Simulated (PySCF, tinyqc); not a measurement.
Inside a calculation. Method: RHF in the sto-3g basis, for HF, spin multiplicity 1. The lowest restricted solution is unstable here: a spin-polarised one lies 0.0183 hartree lower (PySCF). One step of it, computed by the program tinyqc.

Question. Iteration 2: building the Fock matrix. J_ij = sum D_kl (ij|kl), K_ij = sum D_kl (ik|jl); F = H + J - 0.5 K; E = tr D H + tr D J / 2 - 0.25 tr D K + E_nn.

D after iteration 1:
```
            1F 1s      1F 2s    1F 2px    1F 2py     1F 2pz      2H 1s
1F 1s    1.720695  -0.511249  0.000000  0.000000  -0.007254   0.030465
1F 2s   -0.511249   2.168068  0.000000  0.000000   0.039975  -0.160994
1F 2px   0.000000   0.000000  2.000000  0.000000   0.000000   0.000000
1F 2py   0.000000   0.000000  0.000000  2.000000   0.000000   0.000000
1F 2pz  -0.007254   0.039975  0.000000  0.000000   2.033183  -0.130783
2H 1s    0.030465  -0.160994  0.000000  0.000000  -0.130783   0.441418
```

core Hamiltonian H = T + V (hartree):
```
             1F 1s       1F 2s     1F 2px     1F 2py     1F 2pz      2H 1s
1F 1s   -40.417277   -9.483023   0.000000   0.000000  -0.006958  -0.717912
1F 2s    -9.483023  -10.895404   0.000000   0.000000  -0.086894  -1.797016
1F 2px    0.000000    0.000000  -8.579105   0.000000   0.000000   0.000000
1F 2py    0.000000    0.000000   0.000000  -8.579105   0.000000   0.000000
1F 2pz   -0.006958   -0.086894   0.000000   0.000000  -8.620614  -1.322385
2H 1s    -0.717912   -1.797016   0.000000   0.000000  -1.322385  -3.970093
```

Two-electron integrals (ij|kl) in chemists' order, unique and non-zero (hartree):
```
(11|11) 5.403501   (21|11) 0.841920   (21|21) 0.156299   (22|11) 1.268028
(22|21) 0.292344   (22|22) 0.926167   (31|31) 0.027998   (32|31) 0.043169
(32|32) 0.204588   (33|11) 1.264502   (33|21) 0.292403   (33|22) 0.925959
(33|33) 0.997514   (41|41) 0.027998   (42|41) 0.043169   (42|42) 0.204588
(43|43) 0.053770   (44|11) 1.264502   (44|21) 0.292403   (44|22) 0.925959
(44|33) 0.889973   (44|44) 0.997514   (51|51) 0.027998   (52|51) 0.043169
(52|52) 0.204588   (53|53) 0.053770   (54|54) 0.053770   (55|11) 1.264502
(55|21) 0.292403   (55|22) 0.925959   (55|33) 0.889973   (55|44) 0.889973
(55|55) 0.997514   (61|11) 0.063905   (61|21) 0.011774   (61|22) 0.021918
(61|33) 0.021888   (61|44) 0.021888   (61|51) 0.000451   (61|52) 0.000856
(61|55) 0.021983   (61|61) 0.000895   (62|11) 0.183523   (62|21) 0.042973
(62|22) 0.154681   (62|33) 0.152367   (62|44) 0.152367   (62|51) 0.002872
(62|52) 0.023805   (62|55) 0.159153   (62|61) 0.003286   (62|62) 0.033566
(63|31) 0.004230   (63|32) 0.026111   (63|53) 0.004834   (63|63) 0.004706
(64|41) 0.004230   (64|42) 0.026111   (64|54) 0.004834   (64|64) 0.004706
(65|11) 0.134112   (65|21) 0.031779   (65|22) 0.122638   (65|33) 0.117674
(65|44) 0.117674   (65|51) 0.006049   (65|52) 0.043583   (65|55) 0.132426
(65|61) 0.002514   (65|62) 0.032820   (65|65) 0.036644   (66|11) 0.389188
(66|21) 0.092568   (66|22) 0.385289   (66|33) 0.374515   (66|44) 0.374515
(66|51) 0.006579   (66|52) 0.078403   (66|55) 0.406575   (66|61) 0.007094
(66|62) 0.114734   (66|65) 0.131694   (66|66) 0.774606
```

nuclear repulsion = 3.53046323 hartree

Give: Coulomb J; exchange K; Fock matrix F; total energy of this density.

Answer.

Coulomb J (hartree):
```
          1F 1s   1F 2s  1F 2px  1F 2py  1F 2pz   2H 1s
1F 1s   18.8966  3.7062  0.0000  0.0000  0.0035  0.2792
1F 2s    3.7062  9.5670  0.0000  0.0000  0.0313  1.5736
1F 2px   0.0000  0.0000  9.5556  0.0000  0.0000  0.0000
1F 2py   0.0000  0.0000  0.0000  9.5556  0.0000  0.0000
1F 2pz   0.0035  0.0313  0.0000  0.0000  9.5673  1.2456
2H 1s    0.2792  1.5736  0.0000  0.0000  1.2456  4.0122
```

exchange K (hartree):
```
         1F 1s   1F 2s  1F 2px  1F 2py  1F 2pz   2H 1s
1F 1s   8.9451  1.6112  0.0000  0.0000  0.0003  0.1313
1F 2s   1.6112  3.1737  0.0000  0.0000  0.0082  0.4927
1F 2px  0.0000  0.0000  2.6522  0.0000  0.0000  0.0000
1F 2py  0.0000  0.0000  0.0000  2.6522  0.0000  0.0000
1F 2pz  0.0003  0.0082  0.0000  0.0000  2.6587  0.3295
2H 1s   0.1313  0.4927  0.0000  0.0000  0.3295  0.4378
```

Fock matrix F (hartree):
```
           1F 1s    1F 2s   1F 2px   1F 2py   1F 2pz    2H 1s
1F 1s   -25.9932  -6.5824   0.0000   0.0000  -0.0037  -0.5043
1F 2s    -6.5824  -2.9153   0.0000   0.0000  -0.0597  -0.4698
1F 2px    0.0000   0.0000  -0.3495   0.0000   0.0000   0.0000
1F 2py    0.0000   0.0000   0.0000  -0.3495   0.0000   0.0000
1F 2pz   -0.0037  -0.0597   0.0000   0.0000  -0.3826  -0.2415
2H 1s    -0.5043  -0.4698   0.0000   0.0000  -0.2415  -0.1768
```

total energy of this density = -87.762184 hartree

This density is a damped mixture and is not idempotent.
